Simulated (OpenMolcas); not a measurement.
**SiH4 (SMILES [H][Si]([H])([H])[H]) at MP2/6-311+G(d,p)**

What is the energy change on altering one bond length of SiH4 at MP2/6-311+G**? 

The results are computed with OpenMolcas 26.06.

7 further runs of the same task are left out: 7 set aside as unsound or not needed.

## (1) Starting point

The species is SiH4 (5 atoms), meant as a singlet with charge 0. As SMILES, `[H][Si]([H])([H])[H]`. Geometry: relaxed at GFN2-xTB.

Bond lengths: Si1–H2 1.461 Å, Si1–H3 1.461 Å, Si1–H4 1.461 Å, Si1–H5 1.461 Å. Angles: H2–Si1–H3 109.5°, H2–Si1–H4 109.5°, H2–Si1–H5 109.5°, H3–Si1–H4 109.5°, H3–Si1–H5 109.5°, H4–Si1–H5 109.5°.

## (2) Energy and forces at MP2/6-311+G(d,p)

The input, mol.xyz:

```xyz
5

Si     0.000060    -0.000040     0.000090
H      0.011300    -0.019430     1.460880
H      1.373450     0.011260    -0.497760
H     -0.696580     1.196700    -0.465720
H     -0.688230    -1.188490    -0.497490
```

The input, mol.inp:

```
>>> EXPORT MOLCAS_PRINT=2
&GATEWAY
BasLib = $CurrDir
Coord = mol.xyz
Basis = 6-311pGss
Group = NoSym
&SEWARD
&SCF
PrOrbitals = 1
&MBPT2
Frozen = 5
Grdt
&ALASKA
```

The basis set 6-311+G** is read from a file made from the Basis Set Exchange's data (not shown).

Started as:

```bash
$ export MOLCAS_MEM=1860
$ pymolcas mol.inp > mol.log
```

The log of the run, cut to the lines that bear on the results:

```text
--- Start Module: gateway ---
[...]
--- Stop Module: gateway /rc=_RC_ALL_IS_WELL_ ---
[...]
      Basis functions           54
[...]
       Convergence after   8 Iterations
[...]
::    Total SCF energy                               -291.2528273114
[...]
      Total spin, S                                     0.0000000000
[...]
      Total electronic charge=   18.000000
      Total            charge=   -0.000000
[...]
--- Start Module: mbpt2 ---
[...]
WARNING!
Default frozen orbitals as non valence orbitals is overwritten by user input.
Default values:   2
[...]
       Reference weight ( Cref**2 )         =        0.95535
::    Total MBPT2 energy                             -291.3718472099
[...]
      Dipole Moment (debye):
      Origin of the operator (angstrom)=    0.0001   -0.0000    0.0001
                   X=  3.7167E-04               Y= -2.9138E-04               Z=  5.4541E-04           Total=  7.2147E-04
      Quadrupole Moment (debye*angstrom):
[...]
      Total MBPT2 calculations                           0.71      0.88
--- Stop Module: mbpt2 /rc=_RC_ALL_IS_WELL_ ---
[...]
--- Start Module: alaska ---
[...]
 *              Molecular gradients               *
 **************************************************
  Irreducible representation: a
 ------------------------------------------------------------------------------------------
                              X                       Y                       Z
 ------------------------------------------------------------------------------------------
  SI1               7.65865340373846E-06   -7.73142581340058E-05   -8.64037787618355E-06
  H2               -5.29891566471048E-05    7.39191827699021E-05   -5.44618949373499E-03
  H3               -5.15887035202978E-03   -4.68691728372286E-05    1.84990876798485E-03
  H4                2.59155262686406E-03   -4.46463446892142E-03    1.72825882257577E-03
  H5                2.61264822840612E-03    4.51489871712019E-03    1.87666228104977E-03
 ------------------------------------------------------------------------------------------
--- Stop Module: alaska /rc=_RC_ALL_IS_WELL_ ---
[...]
```

Run time: 3.9 s. Hardware: 1 thread of Arm Neoverse V1, shared host; peak memory 0.39 GiB.

## (3) The distorted shape at the same level

The input, mol.xyz:

```xyz
5

Si     0.172125     0.297059     0.124479
H      0.183365     0.277669     1.585269
H      1.545515     0.308359    -0.373371
H     -0.524515     1.493799    -0.341331
H     -0.688230    -1.188490    -0.497490
```

The input, mol.input:

```
* H4Si MP2

&gateway
 baslib = $CurrDir
 coord = mol.xyz
 basis = 6-311pGss
 group = NoSym

&seward

&scf
 prorbitals = 1

&mbpt2
 frozen = 5
 grdt

&alaska
```

The basis set 6-311+G** is read from a file made from the Basis Set Exchange's data (not shown).

Started as:

```bash
$ export MOLCAS_MEM=1860
$ pymolcas mol.input > mol.log
```

The log of the run, cut to the lines that bear on the results:

```text
--- Start Module: gateway ---
[...]
--- Stop Module: gateway /rc=_RC_ALL_IS_WELL_ ---
[...]
      Basis functions           54
[...]
       Convergence after   9 Iterations
[...]
::    Total SCF energy                               -291.2251054984
[...]
      Total spin, S                                     0.0000000000
[...]
      Total electronic charge=   18.000000
      Total            charge=   -0.000000
[...]
--- Start Module: mbpt2 ---
[...]
WARNING!
Default frozen orbitals as non valence orbitals is overwritten by user input.
Default values:   2
[...]
       Reference weight ( Cref**2 )         =        0.95234
::    Total MBPT2 energy                             -291.3442094716
[...]
      Dipole Moment (debye):
      Origin of the operator (angstrom)=    0.1667    0.2877    0.1205
                   X=  2.7799E-01               Y=  4.7910E-01               Z=  2.0117E-01           Total=  5.8931E-01
      Quadrupole Moment (debye*angstrom):
[...]
      Total MBPT2 calculations                           0.66      0.86
--- Stop Module: mbpt2 /rc=_RC_ALL_IS_WELL_ ---
--- Start Module: alaska ---
[...]
 *              Molecular gradients               *
 **************************************************
  Irreducible representation: a
 ------------------------------------------------------------------------------------------
                              X                       Y                       Z
 ------------------------------------------------------------------------------------------
  SI1               3.00621509016979E-02    5.18163458285458E-02    2.17161341203999E-02
  H2                1.03600210135634E-03    1.94247472746013E-03   -4.20717817279570E-03
  H3               -3.64447526989053E-03    1.83275915853026E-03    2.47979075527160E-03
  H4                3.46052802798935E-03   -2.21590110187364E-03    2.36792131684038E-03
  H5               -3.09142057611482E-02   -5.33756786126527E-02   -2.23566680197190E-02
 ------------------------------------------------------------------------------------------
--- Stop Module: alaska /rc=_RC_ALL_IS_WELL_ ---
[...]
```

Run time: 3.9 s. Hardware: 1 thread of Arm Neoverse V1, shared host; peak memory 0.39 GiB.

## (4) Results

At MP2/6-311+G**, 5 core orbitals frozen:

| quantity | value |
| --- | --- |
| first shape: total energy | -291.37185 Eh |
| first shape: dipole moment (mean-field density) | 0.00 D |
| first shape: HOMO energy (Hartree–Fock orbitals) | -13.30 eV |
| first shape: LUMO energy (Hartree–Fock orbitals) | 1.89 eV |
| first shape: HOMO–LUMO gap (Hartree–Fock orbitals) | 15.19 eV |
| first shape: correlation energy (5 core orbitals frozen) | -119.0 mEh |
| first shape: largest force on an atom | 0.285 eV/Å |
| distorted shape: total energy | -291.34421 Eh |
| distorted shape: dipole moment (mean-field density) | 0.69 D |
| distorted shape: HOMO energy (Hartree–Fock orbitals) | -11.85 eV |
| distorted shape: LUMO energy (Hartree–Fock orbitals) | 1.76 eV |
| distorted shape: HOMO–LUMO gap (Hartree–Fock orbitals) | 13.61 eV |
| distorted shape: correlation energy (5 core orbitals frozen) | -119.1 mEh |
| distorted shape: largest force on an atom | 3.374 eV/Å |
| energy change with the Si1–H5 bond stretched from 1.461 to 1.826 Å | 0.752 eV |

In words: With the Si1–H5 bond stretched from 1.461 to 1.826 Å the energy rises by 0.75 eV (17.3 kcal/mol). The first shape isn't relaxed at this level, so the change isn't measured from a minimum. The largest force (first shape) is 0.29 eV/Å: the shape isn't a stationary point for this species at this level. Mulliken charges (first shape) of the mean-field density run from -0.19 on H2 to +0.76 on Si1; in a basis this large or diffuse they mean little. Mulliken charges (distorted shape) of the mean-field density run from -0.19 on H5 to +0.71 on Si1; in a basis this large or diffuse they mean little.
